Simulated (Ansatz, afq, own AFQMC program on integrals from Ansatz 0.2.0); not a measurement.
Two steps: Ansatz 0.2.0 writes the Fock matrix and Cholesky factors of the valence space, and afq projects on them the lowest state that overlaps trial and start.

```yaml
crystal:
  periodic: [false, false, false]
  atoms:
    - {symbol: Ge, position_ang: [-0.279676, -0.002127, 0.000875]}
    - {symbol: N, position_ang: [1.614684, 0.012278, -0.005052]}
    - {symbol: H, position_ang: [-0.771963, 1.453501, 0.003931]}
    - {symbol: H, position_ang: [-0.751362, -0.736741, 1.265415]}
    - {symbol: H, position_ang: [-0.759290, -0.734117, -1.262204]}
basis:
  gaussian: {orbitals: cc-pVDZ}
magnetization: {spin_polarized: true, initial_magnetization: 2}
correlation: {method: ccsd_t, electrons: outside_noble_gas, hamiltonian_folder: ham}
```

```sh
$ ansatz run in.yaml --threads 1 --pin off --events-out ev --progress --plain --max-ram 1382MiB
```

Options of the walk:

```
--method free --trial cisd --walkers 60 --time-step 0.03 --max-blocks 80 --target-error 0.00042 --factor-cut 1e-05 --seed 9107 --times 0,0.21,0.42,0.81,1.2,1.8,2.4,3 --taylor-order 8
```

Times are imaginary, in 1/Eh. The walk had a cap of 1833 s. Filled inner d shells are frozen with the cores.

Log:

```
orbitals 41  electrons 7 5  factors 330 of 591
reference energy -2131.45853306 Eh
CCSD correlation -0.23657601 Eh in 12 cycles, weight of the determinant in the CISD state 0.8912
repeat  energy at the last time / Eh  error
    10  -2131.701424  0.000607
    20  -2131.701073  0.000575
    30  -2131.701011  0.000546
    40  -2131.701146  0.000557
    50  -2131.701234  0.000565
    60  -2131.701279  0.000486
    70  -2131.701602  0.000472
    80  -2131.701499  0.000434
time / (1/Eh)  energy / Eh  error  mean overlap
  0.00  -2131.695184  0.000147  1.1225
  0.21  -2131.697893  0.000145  1.1219
  0.42  -2131.699256  0.000170  1.1201
  0.81  -2131.700076  0.000192  1.1226
  1.20  -2131.700519  0.000231  1.1280
  1.80  -2131.700738  0.000280  1.1308
  2.40  -2131.701027  0.000328  1.1278
  3.00  -2131.701499  0.000434  1.1272
energy -2131.701499 +/- 0.000434 Eh
```

The run passed its tests (error under three times the target), which doesn't prove that it has relaxed.

Against this walk (error 11.8 meV) on the same determinant: CCSD(T) 41.9 meV higher, the released energy of a separate walk with a CISD trial 17.7 ± 19.8 meV higher (within the noise). The error is statistical, and a free projection of finite length keeps a remainder of its start. The projection is still falling at its last time (meV from the last point: 39 ± 5 at 0.81, 27 ± 6 at 1.20, 21 ± 8 at 1.80, 13 ± 9 at 2.40, 0 ± 12 at 3.00), so its energy is a cut-off value, and the gaps above aren't errors of the other methods.

Cautions: remainder of the start not in the error; no relativity below Rb; no spin-orbit coupling; inner d shell frozen; lower spins were not checked.

The walk took 5.7 min on 1 thread of Arm Neoverse V2 (shared host). The log's last line is the free-projection energy.

A walk keeps the symmetry of its determinant, which the program's search chose and which needn't be the lowest solution, so a lower state of the same spin and another symmetry isn't excluded.
